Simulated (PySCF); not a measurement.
# H3PO (SMILES O=[PH3]): M06-2X/STO-3G

What is the vertical ionisation energy of H3PO at M06-2X/STO-3G? Input form: a Python script.

The results are computed with PySCF 2.14.0.

8 further runs of the same task are left out: 8 set aside as unsound or not needed.

### Step 1. The system as given

The species is H3PO (5 atoms), meant as a singlet with charge 0. SMILES: `O=[PH3]`. Geometry: relaxed at GFN2-xTB.

Bond lengths: O1–P2 1.453 Å, P2–H3 1.388 Å, P2–H4 1.387 Å, P2–H5 1.387 Å. Angles: O1–P2–H3 115.2°, O1–P2–H4 115.3°, O1–P2–H5 115.2°, H3–P2–H4 103.2°, H3–P2–H5 103.0°, H4–P2–H5 103.2°.

### Step 2. The energy at M06-2X/STO-3G

The input, input.xyz:

```xyz
5
H3OP
O     -1.381960    -0.328270     0.532950
P     -0.058510    -0.014650     0.022530
H      0.807060     0.564860     0.939400
H      0.663660    -1.098320    -0.454890
H     -0.030250     0.876380    -1.039990
```

The input, calc.py:

```python
from pyscf import gto, dft

molecule = gto.M(
    atom='input.xyz',
    max_memory=1860,
    verbose=3,
    charge=0,
    basis='sto-3g',
)

myscf = dft.RKS(molecule)
myscf.xc = 'm06-2x'
myscf.grids.level = 5
myscf.conv_tol = 1e-10
myscf.kernel()
if not myscf.converged:
    myscf = myscf.newton().run(myscf.mo_coeff, myscf.mo_occ)

etot = myscf.e_tot
print('E = %.10f Eh' % etot)
```

Started as:

```sh
OMP_NUM_THREADS=1 python calc.py
```

Standard output:

```text
converged SCF energy = -413.311735881751
E = -413.3117358818 Eh
```

Wall time 3.3 s (1 thread of Arm Neoverse V2, shared host); peak memory 0.19 GiB.

### Step 3. The doublet cation, same level

The input, calc.py:

```python
from pyscf import gto, dft

mol = gto.Mole()
mol.atom = '''
O     -1.381960    -0.328270     0.532950
P     -0.058510    -0.014650     0.022530
H      0.807060     0.564860     0.939400
H      0.663660    -1.098320    -0.454890
H     -0.030250     0.876380    -1.039990
'''
mol.verbose = 3
mol.spin = 1
mol.max_memory = 1860
mol.basis = 'sto-3g'
mol.charge = 1
mol.build()

mf = dft.UKS(mol, xc='m06-2x')
mf.grids.level = 5
mf.conv_tol = 1e-10
mf.kernel()
if not mf.converged:
    mf = mf.newton().run(mf.mo_coeff, mf.mo_occ)

e_final = mf.e_tot
print('E(%s) = %.9f' % ('M06-2X', e_final))
```

Started as:

```sh
OMP_NUM_THREADS=1 python calc.py
```

Standard output:

```text
WARN: HOMO -0.344211393684983 >= LUMO -0.344211393684984

converged SCF energy = -413.077800786226  <S^2> = 0.75350696  2S+1 = 2.0035039
E(M06-2X) = -413.077800786
```

Wall time 9 s (1 thread of Arm Neoverse V2, shared host); peak memory 0.21 GiB.

### Step 4. Summary of results

At M06-2X/STO-3G:

```
                                          quantity          value
                        singlet H3PO: total energy  -413.31174 Eh
                       singlet H3PO: dipole moment         2.92 D
                         singlet H3PO: HOMO energy       -4.43 eV
                         singlet H3PO: LUMO energy        8.76 eV
                       singlet H3PO: HOMO–LUMO gap       13.20 eV
                      doublet cation: total energy  -413.07780 Eh
doublet cation: HOMO energy (highest over α and β)      -15.77 eV
 doublet cation: LUMO energy (lowest over α and β)       -8.25 eV
                              doublet cation: ⟨S²⟩          0.754
vertical ionisation energy (to the doublet cation)       6.366 eV
```

What this shows: Removing an electron at fixed nuclei costs 6.37 eV (147 kcal/mol). −ε(HOMO) before ionisation, 4.43 eV, is 1.93 eV below this ionisation energy. In a minimal basis such a difference can be off by several eV, whatever the method. Mulliken charges (doublet cation) run from -0.14 on O1 to +0.87 on P2; they depend strongly on the basis.
